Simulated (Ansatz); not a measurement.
Two isomers of C4H6O: A = `C=C/C=C\O`, B = `C#COCC`.

Program: Ansatz. Geometries: PBE0-D4/def2-TZVP. ΔE: electronic, gas phase. CCSD(T)/CBS adds triple-zeta CCSD(T) − MP2 to the extrapolated MP2 energy (def2 sets, frozen cores). This one scheme is used for every species. DFT in def2-TZVPP. B3LYP here is the variant with VWN-RPA as its local correlation; programs differ in this. One conformer a species, not always the lowest.

(1) Which isomer does CCSD(T)/CBS put lower? Give the gap. (Best estimate.)

(2) Give E(B) − E(A) in kcal/mol with CCSD/def2-TZVPP, PBE-D4, B3LYP, MP2/def2-TZVPP, B2PLYP, CCSD(T)/def2-TZVPP, r2SCAN-D4. (Estimate.)

Largest T1 diagnostic: 0.012.

## Answers

(1) The calculation gave: A, by 33.4 kcal/mol.

(2) Computed: CCSD/def2-TZVPP 32.2, PBE-D4 36.1, B3LYP 34.2, MP2/def2-TZVPP 31.4, B2PLYP 32.8, CCSD(T)/def2-TZVPP 32.9, r2SCAN-D4 35.8. None reverses the order clearly.

From PBE to PBE0 (25 % exact exchange), in def2-TZVPP and without D4, E(B) − E(A) moves by −0.8 kcal/mol.
